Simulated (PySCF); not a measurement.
# O2 (triplet) under other conditions

How does O2 (triplet) answer to another spin, charge, distance or environment?

Computed with PySCF 2.14.0. Level: method and basis as typed in the scripts.

### 1 The starting structure

O2 (triplet): 2 atoms, charge 0, spin multiplicity 3.

Bond lengths: O1–O2 1.200 Å.

### 2 The run that the others are compared with

File input.py:

```python
from pyscf import gto, dft

mol = gto.M(
    atom='O 0 0 0; O 0 0 1.2',
    basis='ano-rcc-vdzp',
    charge=0,
    spin=2,
    verbose=4,
)
mf = dft.UKS(mol, xc='b3lyp')
mf = mf.sfx2c1e()
mf.kernel()
mf.dip_moment()
print('orbital energies (hartree):', [e[max(0, n-3):n+3].round(4) for e, n in zip(mf.mo_energy, mol.nelec)])
```

Started as:

```bash
$ OMP_NUM_THREADS=1 python input.py
```

Its log is not repeated here.

Base result: E(SCF) = -150.490575 Eh, 7 cycles, ⟨S²⟩ = 2.009, μ = 0.00 D.

The bond length is a typed value, not an optimised one. The triplet is typed in the script; nothing here shows that it is the ground state.

### 3 Singlet

Variant 1 changes spin (2S): 2 → 0.

File input.py:

```python
from pyscf import gto, dft

mol = gto.M(
    atom='O 0 0 0; O 0 0 1.2',
    basis='ano-rcc-vdzp',
    charge=0,
    spin=0,
    verbose=4,
)
mf = dft.UKS(mol, xc='b3lyp')
mf = mf.sfx2c1e()
mf.kernel()
mf.dip_moment()
print('orbital energies (hartree):', [e[max(0, n-3):n+3].round(4) for e, n in zip(mf.mo_energy, mol.nelec)])
```

Started as:

```bash
$ OMP_NUM_THREADS=1 python input.py
```

### 4 Septet

Variant 2 changes spin (2S): 2 → 6.

input.py, as its differences from that of step 2:

```diff
@@ -6,3 +6,3 @@
     charge=0,
-    spin=2,
+    spin=6,
     verbose=4,
```

### 5 PCM, ε = 78.36

Variant 3 changes solvent: none (gas phase) → PCM, ε = 78.36.

input.py, as its differences from that of step 2:

```diff
@@ -1,2 +1,2 @@
-from pyscf import gto, dft
+from pyscf import gto, dft, solvent
 
@@ -11,2 +11,4 @@
 mf = mf.sfx2c1e()
+mf = solvent.PCM(mf)
+mf.with_solvent.eps = 78.36
 mf.kernel()
```

### 6 Charge +1 (quartet)

Variant 4 changes charge: 0 → 1; spin (2S): 2 → 3.

input.py, as its differences from that of step 2:

```diff
@@ -5,4 +5,4 @@
     basis='ano-rcc-vdzp',
-    charge=0,
-    spin=2,
+    charge=1,
+    spin=3,
     verbose=4,
```

Q: Predict the outcome of this session. Wanted: for each run, E(SCF); from base; gap, α spin.

The runs gave:

```tsv
run	E(SCF) (hartree)	from base (eV)	cycles	gap, α spin (eV)
base	-150.490575	0	7	12.25
singlet	-150.428277	+1.6952	8	1.92
septet	-149.294037	+32.5594	7	1.77
PCM, ε = 78.36	-150.490720	-0.0040	7	12.21
charge +1 (quartet)	-149.866928	+16.9703	7	13.82
```

Of the runs whose energies can be compared, “septet” moves the SCF energy most (+32.559 eV). The singlet solution found lies 1.70 eV above the base triplet at this geometry and level. The septet solution found lies 32.56 eV above the base triplet at this geometry and level. A continuum solvent with ε = 78.36 lowers the energy by 0.004 eV. At the SCF level, going to the quartet with one electron fewer costs 16.97 eV at fixed geometry, which need not be the lowest ionisation.
